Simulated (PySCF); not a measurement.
# Basis-set dependence of ClF at r²SCAN

PySCF, UKS reference; singlet, unpaired electrons none; De to Cl + F without counterpoise correction.

```csv
basis,relativity,functions,Re (Å),ωe (cm⁻¹),De (eV),μ (D)
STO-3G,no relativity,14,1.745,866,2.72,0.55
3-21G,no relativity,22,1.755,733,2.15,-0.80
x2c-SVPall,spin-free X2C,32,1.662,761,2.46,-1.10
cc-pV(T+d)Z/cc-pVTZ,no relativity,69,1.635,793,2.67,-0.82
x2c-TZVPPall,spin-free X2C,73,1.637,792,2.67,-0.86
def2-TZVPPD,no relativity,91,1.635,793,2.69,-0.75
```

Question: How does each smaller set differ from the one with most functions, def2-TZVPPD?

Answer: STO-3G: +11.0 pm, +9.2 % in ωe, +0.03 eV in De; 3-21G: +12.0 pm, -7.6 % in ωe, -0.54 eV in De; x2c-SVPall: +2.7 pm, -4.0 % in ωe, -0.23 eV in De; cc-pV(T+d)Z/cc-pVTZ: +0.0 pm, +0.0 % in ωe, -0.02 eV in De; x2c-TZVPPall: +0.2 pm, -0.1 % in ωe, -0.02 eV in De. All at r²SCAN; the set with most functions is neither the basis-set limit nor always the best. The rows treat relativity differently, so the differences are not basis effects alone.

A positive dipole means Cl(−)F(+). 3-21G and STO-3G are very small, so such numbers show the basis as much as the molecule.
